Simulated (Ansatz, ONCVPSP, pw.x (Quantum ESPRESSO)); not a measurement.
## Equation-of-state test of one ONCV potential (Ir (Z = 77))

ONCVPSP 4.0.1.1 (patched build) input, shortened (lines: element, Z, core and valence counts, functional; n l f; lmax; l rc ep ncon nbas qcut; lloc lpopt rc5 dvloc0; l nproj debl; icmod fcfact rcfact), LDA (Perdew-Wang 92), scalar-relativistic:

```
  Ir 77.00   10    4  -001012      upf
    1    0    2.00
    2    0    2.00
    2    1    6.00
    3    0    2.00
    3    1    6.00
    3    2   10.00
    4    0    2.00
    4    1    6.00
    4    2   10.00
    4    3   14.00
    5    0    2.00
    5    1    6.00
    5    2    7.00
    6    0    2.00
    2
    0    1.35    0.00    3    7    9.40
    1    1.70    0.00    4    9    6.70
    2    2.20    0.00    3    8    5.70
    4    5    1.30    6.00
    0    2    0.80
    1    2    0.40
    2    2    2.00
    1    0.30    0.00
```

In the p channel the program set the typed energies aside and used -2.018, 0.250 Ha.

Crystal test: bcc Ir in pw.x 7.5, no spin, 15³ k-points, Fermi–Dirac smearing 0.01 Ry, cutoffs 90/360 Ry. The lattice is a test structure that the element need not adopt, and mesh and smearing are coarse.

pw.x input:

```
&control
  calculation='scf', prefix='x', pseudo_dir='./', outdir='./tmp', tstress=.true., disk_io='none'
/
&system
  ibrav=0, nat=1, ntyp=1, ecutwfc=90, ecutrho=360, nbnd=17,
  occupations='smearing', smearing='fd', degauss=0.01
/
&electrons
  conv_thr=1e-09, mixing_beta=0.4, electron_maxstep=70
/
ATOMIC_SPECIES
Ir 1.0 Ir.UPF
CELL_PARAMETERS angstrom
  -1.53134062 1.53134062 1.53134062
  1.53134062 -1.53134062 1.53134062
  1.53134062 1.53134062 -1.53134062
ATOMIC_POSITIONS crystal
Ir 0.0000 0.0000 0.0000
K_POINTS automatic
15 15 15 0 0 0
```

```bash
pw.x < Ir.scf.in > Ir.scf.out
```

How does the run end?

It converges; the pressure is -2.53 GPa against -0.10 GPa from all-electron LAPW.  The log shows:

```
     using ibrav=0 with symmetry is DISCOURAGED, use correct ibrav instead
     lattice parameter (alat)  =       5.0122  a.u.
     unit-cell volume          =      96.9331 (a.u.)^3
     number of electrons       =        17.00
     number of Kohn-Sham states=           17
     kinetic-energy cutoff     =      90.0000  Ry
     charge density cutoff     =     360.0000  Ry
     scf convergence threshold =      1.0E-09
     Exchange-correlation= SLA  PW   NOGX NOGC
     number of k points=   120  Fermi-Dirac smearing, width (Ry)=  0.0100
     iteration #  1     ecut=    90.00 Ry     beta= 0.40
     total energy              =    -239.03894497 Ry
     estimated scf accuracy    <       0.00891967 Ry
     iteration #  2     ecut=    90.00 Ry     beta= 0.40
     total energy              =    -239.03981849 Ry
     estimated scf accuracy    <       0.00064039 Ry
     iteration #  3     ecut=    90.00 Ry     beta= 0.40
     total energy              =    -239.03988457 Ry
     estimated scf accuracy    <       0.00007882 Ry
     iteration #  4     ecut=    90.00 Ry     beta= 0.40
     total energy              =    -239.03988803 Ry
     estimated scf accuracy    <       0.00000101 Ry
     iteration #  5     ecut=    90.00 Ry     beta= 0.40
     total energy              =    -239.03988824 Ry
     estimated scf accuracy    <       0.00000015 Ry
     iteration #  6     ecut=    90.00 Ry     beta= 0.40
     the Fermi energy is    25.0217 ev
!    total energy              =    -239.03988825 Ry
     estimated scf accuracy    <          8.1E-10 Ry
     smearing contrib. (-TS)   =      -0.00912995 Ry
     The total energy is F=E-TS. E is the sum of the following terms:
     one-electron contribution =     -32.32610377 Ry
     hartree contribution      =      28.65229577 Ry
     xc contribution           =     -53.63512392 Ry
     ewald contribution        =    -181.72182637 Ry
     convergence has been achieved in   6 iterations
          total   stress  (Ry/bohr**3)                   (kbar)     P=      -25.34
     Message from routine punch:
     Nothing written, as per user request (disk_io='none')
```
